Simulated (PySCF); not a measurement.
## C2H4Cl2O

The system: C2H4Cl2O, a small molecule; neutral, singlet. The structure, one conformer, was relaxed in the gas phase by PBE0-D3(BJ)/def2-SVP. No frequency run checks that it is a minimum.

SMILES: CC(O)(Cl)Cl

```tsv
atom	x (Å)	y (Å)	z (Å)
C1	0.458	-0.387	-0.035
C2	-0.908	0.260	-0.083
O3	1.482	0.453	-0.355
Cl4	0.704	-1.056	1.647
Cl5	0.531	-1.735	-1.194
H6	-1.065	0.677	-1.088
H7	-1.693	-0.473	0.138
H8	-0.960	1.068	0.662
H9	1.495	1.169	0.296
```

Shieldings: GIAO PBE0/pcSseg-2. Shifts are against computed references at the same level: C TMS (σ 184.1 ppm), H TMS (σ 31.24 ppm). Core levels by delta-SCF with SCAN, pcX-2 on the ionised atom and pcseg-1 elsewhere, spin-free X2C (2p3/2 is the spin-free 2p value less a third of a first-order spin-orbit splitting); from the vacuum level, for chosen atoms.

(1) Give the NMR and core-level values of the distinct atoms.

(2) Which of C1, C2 holds its core electrons tightest, and by how much against the loosest?

(3) By CAM-B3LYP/def2-SVPD (TDDFT singlets, Tamm-Dancoff triplets, ionisation by delta-SCF), where does absorption start, and what does vertical ionisation take?

Results:

(1) 
| atoms | bonded to | σ (ppm) | δ (ppm) | core level (eV) |
| --- | --- | --- | --- | --- |
| C1 | 1 C + 2 Cl + 1 O | 56.0 | 128.2 | 1s 295.54 |
| C2 | 1 C + 3 H | 139.2 | 45.0 | 1s 291.68 |
| O3 | 1 C + 1 H | 173.4 | - | 1s 540.08 |
| Cl4 | 1 C | 496.1 | - | 2p3/2 205.99 |
| Cl5 | 1 C | 547.8 | - | 2p3/2 206.34 |
| H6 H7 H8 | 1 C | 29.09 | 2.15 | - |
| H9 | 1 O | 29.06 | 2.18 | - |

Values are those of this one static structure, with the three H of a rotating XH3 group averaged; atoms that internal rotation interchanges would show their mean in an NMR spectrum.

The core-hole state of C1 is spin-contaminated (⟨S²⟩ 0.79 against 0.75 for a pure doublet), so that value and differences from it are less sure.

(2) C1 (bonded to 1 C + 2 Cl + 1 O), by 3.86 eV over C2 (bonded to 1 C + 3 H).

(3) The lowest singlet lies at 6.85 eV (f 0.009), the strongest of the first 6 at 8.01 eV (f 0.025), the lowest triplet at 6.16 eV; vertical ionisation takes 11.18 eV.
